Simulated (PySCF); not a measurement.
# Calculated properties of `CCCC(N)=O`

Species: C₄H₉NO.
Z-matrix (Å and degrees, GFN2-xTB geometry), rows numbered from 1:
```
C 
C   1  1.5227
C   2  1.5259  1  111.64
C   3  1.5195  2  111.83  1  -179.90
N   4  1.3575  3  113.48  2  -179.93
O   4  1.2082  3  124.56  2     0.12
H   1  1.0884  2  110.64  3    60.04
H   1  1.0870  2  110.50  3   179.98
H   1  1.0884  2  110.65  3   -60.07
H   2  1.0910  1  110.08  3   121.02
H   2  1.0909  1  110.04  3  -120.99
H   3  1.0933  2  110.10  1   -59.28
H   3  1.0932  2  110.12  1    59.44
H   5  1.0037  4  122.42  3    -0.14
H   5  1.0062  4  118.87  3  -179.84
```

Some functional groups and rings: amide.

From GFN2-xTB geometry:

```yaml
Point_group_of_the_GFN2-xTB_geometry: Cs
Rotational_constants_A_B_C_of_the_GFN2-xTB_geometry: 8.807, 1.862, 1.582 GHz
```

PBE0/pcSseg-1 ground state and GIAO shieldings, non-relativistic (PySCF):

```yaml
Dipole_moment: 3.66 D
HOMO_energy: -7.29 eV
LUMO_energy: 0.95 eV
HOMO–LUMO_gap: 8.24 eV
Lowest_Hirshfeld_atomic_charge: -0.29 e on O6
Highest_Hirshfeld_atomic_charge: +0.18 e on C4
13C_chemical_shifts_computed_TMS_as_zero_by_class: 172.6 (C4), 39.2 (C3), 21.5 (C2), 15.9 (C1) ppm
1H_chemical_shifts_computed_TMS_as_zero_by_class: 4.69 (H14), 4.53 (H15), 1.95 (H12/H13), 1.67 (H10/H11), 0.97 (H7/H8/H9) ppm
Isotropic_shieldings_of_nuclei_other_than_C_and_H_by_class: 154 (N5), -85 (O6) ppm
Mayer_bond_orders_between_heavy_atoms: C1–C2 1.06, C2–C3 1.03, C3–C4 0.94, C4–N5 1.20, C4–O6 1.95
```

Monoisotopic mass (most abundant isotopes): 87.0684 u.

The rotational constants make it an asymmetric top with κ = (2B − A − C)/(A − C) = -0.92, nearer the prolate limit (−1). With B = h/(8π²I), that is 505.379 GHz u Å² over I, the principal moments of inertia are 57.4, 271.5 and 319.4 u Å² (most abundant isotopes). A dipole of 3.66 D is allowed in Cs, and pure rotational transitions are dipole-allowed. The dipole matches unit charges of opposite sign 0.76 Å apart (1 e·Å = 4.8032 D).

The structure is a single GFN2-xTB conformer in the gas phase; no vibrational or solvent corrections. NMR classes are plain means over equivalent atoms (diastereotopic ones count apart unless rotation or inversion swaps them), as if these changed places fast; in this geometry the members of some classes differ.

For the NMR shielding job (PBE0/pcSseg-1), time: 34 s wall. Hardware: one thread, x86-64 server, on a shared host.
